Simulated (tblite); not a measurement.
Species: glycol monoformate, C3H6O3.
Bonds: O1–C2 (double), C2–O3, O3–C4, C4–C5, C5–O6. Hydrogens: H7 on C2; H8, H9 on C4; H10, H11 on C5; H12 on O6.

Computed with GFN2-xTB (tblite), gas phase: Langevin dynamics at 300 K from the optimised GFN2-xTB geometry, time step 0.5 fs, friction 0.01 fs⁻¹, 2000 steps. The instantaneous temperature is 2·E(kin)/(3Nk) with all 3N coordinates.

```csv
t (fs),T (K),E(pot) above start (eV),O1=C2 (Å),C2–O3 (Å),O3–C4 (Å),C4–C5 (Å),C5–O6 (Å),C2–H7 (Å),O1–C2–O3–C4 (°)
0,262,0.000,1.199,1.315,1.437,1.539,1.396,1.102,2
50,344,0.416,1.200,1.363,1.433,1.542,1.424,1.065,-13
100,242,0.348,1.224,1.312,1.395,1.532,1.370,1.064,6
150,237,0.347,1.202,1.299,1.478,1.560,1.405,1.135,-15
200,228,0.386,1.190,1.291,1.446,1.558,1.426,1.091,21
250,229,0.339,1.215,1.348,1.455,1.523,1.405,1.080,-2
300,244,0.270,1.185,1.319,1.388,1.521,1.389,1.117,-7
350,244,0.376,1.180,1.275,1.499,1.519,1.434,1.146,15
400,256,0.332,1.177,1.332,1.436,1.566,1.372,1.102,-2
450,348,0.307,1.190,1.375,1.382,1.571,1.399,1.077,6
500,393,0.302,1.217,1.280,1.480,1.556,1.446,1.083,0
550,285,0.441,1.169,1.305,1.421,1.545,1.366,1.089,-3
600,329,0.403,1.197,1.350,1.384,1.530,1.386,1.117,14
650,349,0.370,1.225,1.347,1.398,1.556,1.393,1.123,-12
700,246,0.592,1.156,1.305,1.472,1.510,1.396,1.115,12
750,357,0.490,1.232,1.306,1.482,1.543,1.419,1.113,-6
800,227,0.360,1.215,1.362,1.409,1.549,1.416,1.112,9
850,314,0.260,1.182,1.337,1.422,1.531,1.379,1.076,-10
900,259,0.482,1.228,1.272,1.452,1.604,1.399,1.125,5
950,268,0.540,1.211,1.379,1.504,1.480,1.404,1.084,-12
1000,246,0.633,1.182,1.343,1.364,1.579,1.411,1.060,10
```

**Question.** From 500 fs on, how do temperature and potential energy compare with equipartition?

**Answer.** The mean temperature of these 11 frames is 298 K against the target 300 K, and the mean potential energy 0.44 eV against 30 × kT/2 = 0.39 eV for 30 classical harmonic modes. For 12 atoms in a canonical ensemble the temperature itself scatters by T·√(2/(3N)) = 71 K; here its standard deviation is 52 K. The whole run lasts only 10 friction times of 100 fs, so these averages carry a wide statistical error.

**Question.** What are the kinetic and total energies of the listed frame with the highest potential energy?

**Answer.** The one at 1000 fs, 0.633 eV above the start. Its kinetic energy is 3NkT/2 = 0.381 eV at 246 K, so the sum is 1.01 eV; over the listed frames the sum runs from 0.41 to 1.04 eV, since the thermostat adds and removes energy.

**Question.** How much do the listed bonds fluctuate from 500 fs on?

**Answer.** 
| bond | at the start (Å) | mean (Å) | standard deviation (Å) |
| --- | --- | --- | --- |
| O1=C2 | 1.199 | 1.201 | 0.025 |
| C2–O3 | 1.315 | 1.326 | 0.033 |
| O3–C4 | 1.437 | 1.435 | 0.043 |
| C4–C5 | 1.539 | 1.544 | 0.031 |
| C5–O6 | 1.396 | 1.401 | 0.021 |
| C2–H7 | 1.102 | 1.100 | 0.021 |

The motion is classical and holds no zero-point motion.

The cost below is that of the whole dynamics run. The run took 6.3 s on an Intel Xeon Platinum 8488C with one thread, shared host, and the process peaked at 0.18 GiB of memory.
